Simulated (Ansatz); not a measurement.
# TiCl3: the relaxed shape and its frontier levels

Aim: characterise TiCl3 as a doublet: its structure, frontier levels and distribution of charge and spin.

Computed with Ansatz 0.2.0, Gaussian basis. Level: UKS PBE0-D4/def2-TZVP.

Levels to be run: relaxation at r2SCAN-D4/def2-SVP; a search for the lowest solution at PBE0-D4/def2-SVP; a single point at PBE0-D4/def2-TZVP.

## Step 1: The system as given

4 atoms, charge 0, spin multiplicity 2.

Atoms are counted from 1 here; the program's logs count them from 0.

Bond lengths: Ti1–Cl2 2.116 Å, Ti1–Cl3 2.115 Å, Ti1–Cl4 2.115 Å. Angles: Cl2–Ti1–Cl3 115.3°, Cl2–Ti1–Cl4 115.3°, Cl3–Ti1–Cl4 115.3°.

Formally the metal is d1. No spin-orbit coupling is included.

The start is a GFN2-xTB geometry.

## Step 2: Optimising with r2SCAN-D4/def2-SVP

The input, in.yaml:

```yaml
crystal:
  periodic: [false, false, false]
  atoms:
    - {symbol: Ti, position_ang: [-0.003080, 0.000910, 0.348770]}
    - {symbol: Cl, position_ang: [2.065000, -0.024680, -0.097500]}
    - {symbol: Cl, position_ang: [-1.010240, 1.798530, -0.129480]}
    - {symbol: Cl, position_ang: [-1.051680, -1.774760, -0.121790]}
basis:
  gaussian: {orbitals: def2-SVP}
magnetization: {spin_polarized: true, initial_magnetization: 1}
hamiltonian: {xc: r2scan, dispersion: d4}
scf: {omitted_lower_state_checks: [starts]}
output: {orbitals: {seedname: orbitals}}
relax: {f_tol: 0.02, max_steps: 100}
```

Launch:

```console
ansatz run in.yaml --threads 4 --pin off --events-out ev --progress --plain --max-ram 3916MiB
```

After this run come: Searching for the lowest solution, PBE0-D4/def2-SVP; Single point, PBE0-D4/def2-TZVP.

Before running them: what should the planned runs give, taken together? Wanted: point group; near neighbours of the metal; HOMO, LUMO at PBE0-D4/def2-TZVP; ⟨S²⟩; charge on the metal; spin on the metal; dipole at r2SCAN-D4/def2-SVP.

The runs gave:

| quantity | value |
| --- | --- |
| point group | D3h |
| near neighbours of the metal | Cl 2.19, Cl 2.19, Cl 2.19 Å |
| HOMO, LUMO at PBE0-D4/def2-TZVP (over both spins) | -7.70, -3.26 eV |
| ⟨S²⟩ | 0.756 |
| charge on the metal (Mulliken, PBE0-D4/def2-TZVP) | +1.08 e |
| spin on the metal (Mulliken) | 1.10 |
| dipole at r2SCAN-D4/def2-SVP | 0.04 D |

**Reading.** The molecule keeps its bonding pattern by the stored test; the atoms moved 0.22 Å (rms). Of 1 unpaired electron, 1.10 sit on the metal by Mulliken's count, more than all: the ligands carry opposite spin. The Mulliken charge of the metal, +1.08 e, depends on the basis and isn't its oxidation state. No usable vibrations, so a minimum isn't proven. Whether this spin is the lowest isn't tested here.
